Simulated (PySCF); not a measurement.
# BF: the SCF solver's settings

Aim: find out which solver settings change the answer for BF.

The runs use PySCF 2.14.0; method and basis as typed in the scripts.

1 further run of the same task is left out (it didn't finish).

### Step 1. Where the work starts

BF: 2 atoms, charge 0, spin multiplicity 1.

Bond lengths: B1–F2 1.223 Å.

### Step 2. Base script

File input.py:

```python
from pyscf import gto, scf, cc

mol = gto.M(
    atom='B 0 0 0; F 0 0 1.223',
    basis='6-31g*',
    charge=0,
    spin=0,
    verbose=4,
)
mf = scf.RHF(mol)
mf.kernel()
mycc = cc.CCSD(mf, frozen=2)
mycc.kernel()
mycc.ccsd_t()
mf.dip_moment()
print('orbital energies (hartree):', mf.mo_energy[..., max(0, mol.nelec[1]-3):mol.nelec[0]+3].round(4))
```

Launch:

```bash
> OMP_NUM_THREADS=1 python input.py
```

Its log is not repeated here.

In short: E(SCF) = -124.099618 Eh, 8 cycles, E(CCSD) − E(SCF) = -0.24285 Eh, (T) = -0.00564 Eh, μ = 1.08 D (of the SCF density).

The bond length is a typed value, not an optimised one.

### Step 3. DIIS space off

Variant 1 changes DIIS space: default → off.

File input.py:

```python
from pyscf import gto, scf, cc

mol = gto.M(
    atom='B 0 0 0; F 0 0 1.223',
    basis='6-31g*',
    charge=0,
    spin=0,
    verbose=4,
)
mf = scf.RHF(mol)
mf.diis = False
mf.kernel()
mycc = cc.CCSD(mf, frozen=2)
mycc.kernel()
mycc.ccsd_t()
mf.dip_moment()
print('orbital energies (hartree):', mf.mo_energy[..., max(0, mol.nelec[1]-3):mol.nelec[0]+3].round(4))
```

Launch:

```bash
> OMP_NUM_THREADS=1 python input.py
```

### Step 4. Damping 0.95

Variant 2 changes damping: none → 0.95.

Changes to input.py since step 2:

```diff
@@ -10,2 +10,4 @@
 mf = scf.RHF(mol)
+mf.damp = 0.95
+mf.diis_start_cycle = 8
 mf.kernel()
```

### Step 5. Damping 0.2

Variant 3 changes damping: none → 0.2.

Changes to input.py since step 2:

```diff
@@ -10,2 +10,4 @@
 mf = scf.RHF(mol)
+mf.damp = 0.2
+mf.diis_start_cycle = 8
 mf.kernel()
```

### Step 6. DIIS space 20

Variant 4 changes DIIS space: default → 20.

Changes to input.py since step 2:

```diff
@@ -10,2 +10,3 @@
 mf = scf.RHF(mol)
+mf.diis_space = 20
 mf.kernel()
```

Before running it: what results should come out? Wanted: for each run, E(SCF); from base; gap; SCF dipole; after the SCF.

**Answer**, as computed:

```csv
run,E(SCF) (hartree),from base (eV),cycles,gap (eV),SCF dipole (D),after the SCF
base,-124.099618,0,8,14.36,1.08,"CCSD(T) correlation -6.762 eV, core frozen"
DIIS space off,-124.099618,0.0000,22,14.36,1.08,"CCSD(T) correlation -6.762 eV, core frozen"
damping 0.95,-124.099618,0.0000,14,14.36,1.08,"CCSD(T) correlation -6.762 eV, core frozen"
damping 0.2,-124.099618,0.0000,12,14.36,1.08,"CCSD(T) correlation -6.762 eV, core frozen"
DIIS space 20,-124.099618,0.0000,8,14.36,1.08,"CCSD(T) correlation -6.762 eV, core frozen"
```

Distance from each run's final energy (log10 hartree) by cycle:

```csv
run,cycle 1,cycle 2,cycle 3,cycle 5,cycle 8,cycle 12
base,-1.5,-2.1,-3.6,-6.3,< -11,done
DIIS space off,-1.5,-2.1,-2.5,-3.3,-4.4,-6.0
damping 0.95,-1.5,-1.5,-1.6,-1.7,-2.5,-7.6
damping 0.2,-1.5,-2.4,-3.3,-4.8,-7.0,< -11
DIIS space 20,-1.5,-2.1,-3.6,-6.3,< -11,done
```

**Reading.** No change of the SCF energy comes from DIIS space off or damping 0.95 or damping 0.2 or DIIS space 20. The base needs 8 cycles and the run with DIIS space off needs 22. The cycles with DIIS space 20 repeat those of the base digit for digit, so the setting never acted.
